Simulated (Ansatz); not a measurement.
Consider the hydrogen abstraction from a B–H bond: `BOC` + F• → `[BH]OC`• + H–F.

Program: Ansatz. Geometries: PBE0-D4/def2-TZVP. ΔE: electronic, gas phase. CCSD(T)/CBS adds triple-zeta CCSD(T) − MP2 to the extrapolated MP2 energy (def2 sets, frozen cores). This one scheme is used for every species, atoms too. Functionals use def2-TZVPP. No spin–orbit coupling; open shells (•) take unrestricted orbitals. Spin–orbit coupling would lower the free atoms: a little for F.

```json
{"level": "PBE0-D4", "ΔE (kcal/mol)": "-29.6"}
{"level": "BHLYP-D4", "ΔE (kcal/mol)": "-21.1"}
{"level": "B2PLYP", "ΔE (kcal/mol)": "-28.8"}
{"level": "PBE-QIDH", "ΔE (kcal/mol)": "-28.1"}
```

(1) What does CCSD(T)/CBS give? (Estimate.)

Largest T1 diagnostic among the species: 0.015.

Results:

(1) Computed: -30.8 kcal/mol. The listed levels differ from it by 1.2, 9.7, 2.0, 2.7 kcal/mol.

From r2SCAN to r2SCAN0 (25 % exact exchange), in def2-TZVPP and without D4, ΔE moves by +4.3 kcal/mol. In def2-TZVPP, CCSD(T) changes the Hartree–Fock value by −19.6 kcal/mol (the triples alone add −1.5 kcal/mol) and MP2 by −26.1 kcal/mol.

CCSD(T)/CBS has its own doubt, a few kJ/mol and more with outer-core shells, so smaller differences from it don't rank the levels.
